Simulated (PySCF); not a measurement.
C5H11N.
Cartesian coordinates in Å at the PBE0-D3(BJ)/def2-SVP level; atoms count from 1:
```xyz
17
C5H11N angstrom
C      2.6498    0.9233    0.4016
C      1.5407    0.1211   -0.1890
N      0.6650   -0.4564    0.5175
C     -0.3764   -1.2028   -0.1368
C     -1.7556   -0.6715    0.2410
C     -2.0164    0.7389   -0.2600
H      2.5745    0.9230    1.4969
H      3.6283    0.5133    0.1015
H      2.6156    1.9617    0.0325
H      1.5190    0.0501   -1.2998
H     -0.2631   -1.2019   -1.2437
H     -0.2998   -2.2522    0.1970
H     -1.8477   -0.7024    1.3394
H     -2.5153   -1.3636   -0.1596
H     -3.0149    1.0938    0.0370
H     -1.2763    1.4446    0.1478
H     -1.9567    0.7907   -1.3597
```

Level of theory: core-valence-separated Tamm–Dancoff BHandHLYP/aug-pcX-1 (pcseg-1 on H) in PySCF, non-relativistic, gas phase, PBE0-D3(BJ)/def2-SVP geometry. The energies are unshifted.

The lowest roots of each edge with f over 0.003 (five at most, numbered afresh; weaker and dark ones are left out), with transition dipoles (au) in the frame of the coordinates:

```json
{"root": "1", "edge": "C", "E (eV)": "283.10", "f": "0.0687", "μx": "-0.0569", "μy": "0.0816", "μz": "-0.0039"}
{"root": "2", "edge": "C", "E (eV)": "285.25", "f": "0.0092", "μx": "-0.0176", "μy": "0.0271", "μz": "-0.0163"}
{"root": "3", "edge": "C", "E (eV)": "285.45", "f": "0.0146", "μx": "-0.0343", "μy": "-0.0296", "μz": "0.0056"}
{"root": "4", "edge": "C", "E (eV)": "285.47", "f": "0.0101", "μx": "-0.0308", "μy": "-0.0219", "μz": "0.0033"}
{"root": "5", "edge": "C", "E (eV)": "285.85", "f": "0.0243", "μx": "0.0295", "μy": "-0.0119", "μz": "-0.0496"}
{"root": "6", "edge": "N", "E (eV)": "396.21", "f": "0.0600", "μx": "-0.0449", "μy": "0.0645", "μz": "-0.0035"}
{"root": "7", "edge": "N", "E (eV)": "400.86", "f": "0.0042", "μx": "0.0008", "μy": "-0.0024", "μz": "-0.0205"}
{"root": "8", "edge": "N", "E (eV)": "402.03", "f": "0.0032", "μx": "0.0093", "μy": "0.0128", "μz": "0.0088"}
```

Question: Molecules are fixed in this frame and the field points along (1, 1, 0)/√2. What effective strengths 3 f cos²θ do the roots have (θ between field and μ)?

Answer: root 1 (C2): 0.006, root 2 (C6): 0.001, root 3 (C5): 0.043, root 4 (C1): 0.029, root 5 (C6): 0.003, root 6 (N3): 0.006, root 7 (N3): 0.000, root 8 (N3): 0.007. Root 3 is the strongest. Averaged over all orientations cos²θ is 1/3, which gives f back.

One conformer stands for the species.
